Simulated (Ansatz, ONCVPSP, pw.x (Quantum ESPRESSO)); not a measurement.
## From atom to crystal: ONCV potential for tungsten

ONCVPSP 4.0.1.1 (patched build) input, shortened (lines: element, Z, core and valence counts, functional; n l f; lmax; l rc ep ncon nbas qcut; lloc lpopt rc5 dvloc0; l nproj debl; icmod fcfact rcfact), LDA (Perdew-Wang 92), scalar-relativistic:

```
  W 74.00   10    4  -001012      upf
    1    0    2.00
    2    0    2.00
    2    1    6.00
    3    0    2.00
    3    1    6.00
    3    2   10.00
    4    0    2.00
    4    1    6.00
    4    2   10.00
    4    3   14.00
    5    0    2.00
    5    1    6.00
    5    2    4.00
    6    0    2.00
    2
    0    1.80    0.00    4    7    7.30
    1    2.05    0.00    4    8    6.60
    2    2.20    0.00    4    9    7.80
    4    1    1.45    0.00
    0    2    0.70
    1    2    1.00
    2    2    3.20
    3    4.90    1.65
```

In the p channel the program set the typed energies aside and used -1.594, 0.250 Ha.

Atomic tests: cutoffs needed: 18 Ha and 21 Ha (the cutoffs (Ha) at which the residual kinetic energy of the hardest occupied pseudo-wave falls to 1 and 0.1 mHa per electron); ghost test: no bound ghost flagged; GHOST(+) flagged for s at 341.2 eV; largest excitation error: -33 meV (all-electron minus pseudo) for 5s2 5p6 5d3 6s0, out of 4 test configurations.

Crystal test: bcc W in pw.x 7.5, no spin, 15³ k-points, Fermi–Dirac smearing 0.01 Ry, cutoffs 50/200 Ry. The reference is all-electron LAPW (Ansatz 0.2.0) with the same functional, mesh and smearing; V0 and B0 come from Birch–Murnaghan fits to the pressures at five volumes. Errors are pseudo minus all-electron; Δ is the rms difference of the E(V) curves that follow from these fits, minima aligned, over ±6 % about the mean V0. Mesh and smearing are coarse, so the numbers serve the comparison and aren't converged zero-temperature values; the lattice is a test structure that the element need not adopt.

| V (Å³/atom) | P all-electron (GPa) | P pseudo (GPa) |
| --- | --- | --- |
| 14.659 | 18.54 | 14.00 |
| 15.044 | 8.50 | 4.36 |
| 15.430 | -0.34 | -4.14 |
| 15.816 | -8.12 | -11.60 |
| 16.201 | -14.96 | -18.16 |

All-electron: a0 = 3.136 Å (V0 = 15.41 Å³/atom), B0 = 332.7 GPa.

Pseudopotential: mean pressure error (GPa): -3.83; a0 (Å): 3.123; a0 error (%): -0.39; B0 error (%): +0.7; Δ (meV/atom): 13.1.

Problem. At the middle volume, how do free energy and pressure move when the wave cutoff is lowered (ecutrho kept at four times it)?

Solution.

```
cutoff (Ry)  shift of F (meV/atom)  shift of P (GPa)
         22                +3005.7           -105.37
         30                 +439.2            -22.49
         40                  +25.8             -2.27
```

Input at the middle volume:

```
&control
  calculation='scf', prefix='x', pseudo_dir='./', outdir='./tmp', tstress=.true., disk_io='none'
/
&system
  ibrav=0, nat=1, ntyp=1, ecutwfc=50, ecutrho=200, nbnd=15,
  occupations='smearing', smearing='fd', degauss=0.01
/
&electrons
  conv_thr=1e-09, mixing_beta=0.4, electron_maxstep=70
/
ATOMIC_SPECIES
W 1.0 W.UPF
CELL_PARAMETERS angstrom
  -1.56832228 1.56832228 1.56832228
  1.56832228 -1.56832228 1.56832228
  1.56832228 1.56832228 -1.56832228
ATOMIC_POSITIONS crystal
W 0.0000 0.0000 0.0000
K_POINTS automatic
15 15 15 0 0 0
```

```bash
pw.x < W.scf.in > W.scf.out
```

Lines of the output:

```
Message from routine setup:
     using ibrav=0 with symmetry is DISCOURAGED, use correct ibrav instead
     lattice parameter (alat)  =       5.1333  a.u.
     unit-cell volume          =     104.1268 (a.u.)^3
     number of electrons       =        14.00
     number of Kohn-Sham states=           15
     kinetic-energy cutoff     =      50.0000  Ry
     charge density cutoff     =     200.0000  Ry
     scf convergence threshold =      1.0E-09
     Exchange-correlation= SLA  PW   NOGX NOGC
     number of k points=   120  Fermi-Dirac smearing, width (Ry)=  0.0100
     iteration #  1     ecut=    50.00 Ry     beta= 0.40
     total energy              =    -161.89424246 Ry
     estimated scf accuracy    <       0.03605326 Ry
     iteration #  2     ecut=    50.00 Ry     beta= 0.40
     total energy              =    -161.89434820 Ry
     estimated scf accuracy    <       0.00538638 Ry
     iteration #  3     ecut=    50.00 Ry     beta= 0.40
     total energy              =    -161.89494267 Ry
     estimated scf accuracy    <       0.00030904 Ry
     iteration #  4     ecut=    50.00 Ry     beta= 0.40
     total energy              =    -161.89496156 Ry
     estimated scf accuracy    <       0.00000460 Ry
     iteration #  5     ecut=    50.00 Ry     beta= 0.40
     total energy              =    -161.89496265 Ry
     estimated scf accuracy    <       0.00000020 Ry
     iteration #  6     ecut=    50.00 Ry     beta= 0.40
     total energy              =    -161.89496266 Ry
     estimated scf accuracy    <          5.6E-09 Ry
     iteration #  7     ecut=    50.00 Ry     beta= 0.40
     total energy              =    -161.89496266 Ry
     estimated scf accuracy    <          1.0E-09 Ry
     iteration #  8     ecut=    50.00 Ry     beta= 0.40
     the Fermi energy is    22.6397 ev
!    total energy              =    -161.89496266 Ry
     estimated scf accuracy    <          1.0E-11 Ry
     smearing contrib. (-TS)   =      -0.00230704 Ry
     The total energy is F=E-TS. E is the sum of the following terms:
     one-electron contribution =     -13.78454293 Ry
     hartree contribution      =      16.43437309 Ry
     xc contribution           =     -44.20475646 Ry
     ewald contribution        =    -120.33772932 Ry
     convergence has been achieved in   8 iterations
          total   stress  (Ry/bohr**3)                   (kbar)     P=      -41.38
     Message from routine punch:
     Nothing written, as per user request (disk_io='none')
```

The run at the middle volume (120 k-points, 8 iterations) took about 10 s on one core of a shared host (Intel(R) Xeon(R) Platinum 8488C, 96 threads, 744 GiB, load 24).
